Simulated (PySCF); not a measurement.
Compound: C2HFN2S.
Atom-mapped SMILES: `[F:1][c:2]1[n:3][cH:4][n:5][s:6]1` (hydrogens: H7 on C4)

Computed with core-valence-separated Tamm–Dancoff BHandHLYP/aug-pcX-1 (pcseg-1 on H, def2-SVPD on S) in PySCF, non-relativistic, gas phase, PBE0-D3(BJ)/def2-SVP geometry.

Computed fluorine K-edge spectrum, Gaussian lines of 0.6 eV full width, highest printed point 100; it ends one width below the last computed root. Absolute energies from this functional tend to lie a few eV below measured edges; no shift was applied.

```csv
photon energy (eV),absorption
685.3,1
685.4,2
685.5,5
685.6,10
685.7,18
685.8,28
685.9,38
686.0,44
686.1,44
686.2,39
686.3,32
686.4,29
686.5,35
686.6,50
686.7,71
686.8,91
686.9,100
687.0,95
687.1,77
687.2,54
687.3,32
687.4,17
687.5,8
687.6,5
687.7,6
687.8,10
687.9,16
688.0,21
688.1,25
688.2,26
688.3,24
688.4,21
688.5,21
688.6,25
688.7,34
688.8,44
688.9,51
689.0,52
689.1,47
689.2,38
689.3,28
689.4,21
```

Problem. Where are the maxima, and which lines make them up?

Solution. 4 maxima:
- 686.0 eV: F1 (aryl fluorine), 686.04 eV, f = 0.012, 99 % of the height at the exact maximum
- 686.9 eV: F1 (aryl fluorine), 686.92 eV, f = 0.026, 100 % of the height at the exact maximum
- 688.2 eV: F1 (aryl fluorine), 688.16 eV, f = 0.007, 98 % of the height at the exact maximum
- 689.0 eV: F1 (aryl fluorine), 688.95 eV, f = 0.013, 95 % of the height at the exact maximum

Roots within 0.03 eV on the same or equivalent atoms count as one line; shares under 12 % aren't listed.

Vibrational structure and lifetime widths aren't in the curve. The ionisation threshold wasn't computed; near and above it a finite basis only mimics Rydberg series and continuum.
